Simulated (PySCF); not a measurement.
## Löwdin shares of the frontier orbitals

Species: silanethione, H₂SSi.
Structure used (PBE0-D3(BJ)/def2-SVP), in Å, numbered top down from 1:
```
atom  x, y, z in Å
Si1   -0.0408    0.0195   -0.1895
S2     1.3878   -0.6151   -1.3525
H3    -0.6316    1.3897   -0.2273
H4    -0.7051   -0.7908    0.8737
```

Level of theory: TDDFT CAM-B3LYP/def2-SVPD, vertical, gas phase, core orbitals frozen in the response (PySCF 2.14.0, density-fitted response routines).

Frontier orbitals with the atoms that hold most of them (Löwdin shares over 4%, at most four atoms; ? is withheld):

| orbital | ε (eV) | atoms |
| --- | --- | --- |
| HOMO-3 | -12.43 | Si1 43%, H4 24%, H3 24%, S2 9% |
| HOMO-2 | -11.17 | S2 66%, Si1 24%, H3 5%, H4 5% |
| HOMO-1 | -9.33 | ? |
| HOMO | -8.51 | ? |
| LUMO | -1.61 | Si1 53%, S2 30%, H4 9%, H3 9% |
| LUMO+1 | 0.70 | Si1 36%, S2 31%, H4 16%, H3 16% |
| LUMO+2 | 1.16 | Si1 61%, S2 23%, H4 8%, H3 8% |

Which atoms hold the HOMO, and with what shares?

S2 (bonded to Si) 76%; Si1 (bonded to S and 2 H) 18%.

Which atoms hold the HOMO-1, and with what shares?

S2 (bonded to Si) 69%; Si1 (bonded to S and 2 H) 28%.

How does S1 compare with the orbital gap of 6.91 eV?

S1 is at 3.02 eV (f = 0.0000), 3.89 eV below the gap, made of HOMO→LUMO (99%). Without the coupling terms of the response equations the lowest excitation would equal the gap.

Give energy, strength and leading configuration of S1, S2, S3, S4 and S5, and follow the Löwdin shares of the leading atoms from the occupied to the empty orbital.

- S1 (3.02 eV, f 0.0000), HOMO→LUMO (99%): S2 76% → 30%, Si1 18% → 53%
- S2 (4.90 eV, f 0.109), HOMO-1→LUMO (93%): S2 69% → 30%, Si1 28% → 53%
- S3 (5.70 eV, f 0.0001), HOMO-2→LUMO (99%): S2 66% → 30%, Si1 24% → 53%
- S4 (5.80 eV, f 0.049), HOMO→LUMO+1 (94%): S2 76% → 31%, Si1 18% → 36%
- S5 (6.66 eV, f 0.067), HOMO-1→LUMO+1 (96%): S2 69% → 31%, Si1 28% → 36%
